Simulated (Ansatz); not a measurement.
HB–BH, singlet in 6-31G: errors against full CI

Geometry: a point of a stretch scan, not a stationary point.

```xyz
4

B     0.0000    0.0000   -0.9355
B     0.0000    0.0000    0.9355
H     0.0000    0.0000   -2.1112
H     0.0000    0.0000    2.1112
```

Basis 6-31G; Ansatz 0.2.0. Correlated methods freeze the noble-gas cores, which leaves 8 electrons in 20 orbitals. R marks a restricted (for open shells ROHF) determinant, U an unrestricted one. Active spaces: valence = (8e, 10o) chosen from the atoms' valence shells; pair = (2e, 2o) about the gap.

Full CI is exact within this basis and frozen core; it isn't the basis-set limit. The frozen core follows each run's orbitals, which can shift R against U totals by a few meV.

The determinant fills πx and πy unequally, so it is a mixture of Σ and Δ, which weighs on every level built on one determinant.

RHF is unstable: UHF (⟨S²⟩ = 1.03) lies 0.93 eV below the lowest RHF solution. Higher spins weren't run at this geometry and may lie near or lower.

```
UHF ⟨S²⟩                            : 1.026
⟨S²⟩ of the determinant under UCCSD : 1.000
T1 diagnostic (RCCSD)               : 0.0168
largest doubles amplitude (RCCSD)   : 0.258
```

```json
{"level": "RHF", "E − E(full CI) (meV)": "3977", "share of correlation (%)": "0.00", "wall time": "–"}
{"level": "UHF†", "E − E(full CI) (meV)": "3044", "share of correlation (%)": "–", "wall time": "0.3 s"}
{"level": "RMP2", "E − E(full CI) (meV)": "1139", "share of correlation (%)": "71.36", "wall time": "–"}
{"level": "UMP2†", "E − E(full CI) (meV)": "647", "share of correlation (%)": "–", "wall time": "–"}
{"level": "CISD", "E − E(full CI) (meV)": "511", "share of correlation (%)": "87.16", "wall time": "0.3 s"}
{"level": "RCCSD", "E − E(full CI) (meV)": "242", "share of correlation (%)": "93.92", "wall time": "–"}
{"level": "UCCSD*†", "E − E(full CI) (meV)": "-186", "share of correlation (%)": "–", "wall time": "–"}
{"level": "RCCSD(T)", "E − E(full CI) (meV)": "110", "share of correlation (%)": "97.24", "wall time": "0.4 s"}
{"level": "UCCSD(T)*†", "E − E(full CI) (meV)": "-351", "share of correlation (%)": "–", "wall time": "1.4 s"}
{"level": "BCCD(T)", "E − E(full CI) (meV)": "112", "share of correlation (%)": "97.18", "wall time": "0.39 s"}
{"level": "RCCSDT*", "E − E(full CI) (meV)": "50", "share of correlation (%)": "98.75", "wall time": "–"}
{"level": "UCCSDT*†", "E − E(full CI) (meV)": "-525", "share of correlation (%)": "–", "wall time": "–"}
{"level": "CISDTQ", "E − E(full CI) (meV)": "53", "share of correlation (%)": "98.68", "wall time": "3.4 s"}
{"level": "RCCSDT(Q)*", "E − E(full CI) (meV)": "10", "share of correlation (%)": "99.76", "wall time": "0.94 s"}
{"level": "UCCSDT(Q)*†", "E − E(full CI) (meV)": "-568", "share of correlation (%)": "–", "wall time": "4.7 s"}
{"level": "RCCSDTQ*", "E − E(full CI) (meV)": "3", "share of correlation (%)": "99.92", "wall time": "7 s"}
{"level": "CASSCF (valence space)", "E − E(full CI) (meV)": "761", "share of correlation (%)": "80.87", "wall time": "–"}
{"level": "NEVPT2 (valence space)", "E − E(full CI) (meV)": "227", "share of correlation (%)": "94.29", "wall time": "10 s"}
{"level": "MRCISD (valence space)", "E − E(full CI) (meV)": "17", "share of correlation (%)": "99.56", "wall time": "–"}
{"level": "MRCISD+Q (valence space)", "E − E(full CI) (meV)": "5", "share of correlation (%)": "99.88", "wall time": "15 s"}
```

An asterisk marks runs whose energy the program itself flagged as in doubt. A dagger marks rows that describe another state than the reference (another or a broken symmetry, a higher spin or other natural occupations), so the difference holds a gap between states beside the method's error.

The correlation energy at full CI, counted from RHF, is -3.977 eV. That run took 25 s on 1 thread of Intel Xeon Platinum 8375C, shared host over 2,949,353 determinants.

Run but not shown, since their state, orbitals or frozen core can't be matched to the reference's or they repeat it: CASSCF (pair space), NEVPT2 (pair space), MRCISD (pair space), MRCISD+Q (pair space).

Times hold each run's SCF and search for its determinant on a shared host, so for small cases they say little of a method's own cost; they ran on 1 thread of Intel Xeon Platinum 8375C.

Unrestricted levels hold only the spin's projection, and here they fall towards a lower state of higher spin.

The full-CI state has the irrep Ag of D2h, in the program's axes (one component, if the state is degenerate).

Natural occupations of full CI about the gap: 1.968 1.967 1.946 0.917 0.917 0.088 0.088 0.050 0.020 0.014; effectively unpaired electrons, Σ n²(2−n)², 2.06. No single determinant describes this state well, so single-reference rows can miss without a flag.
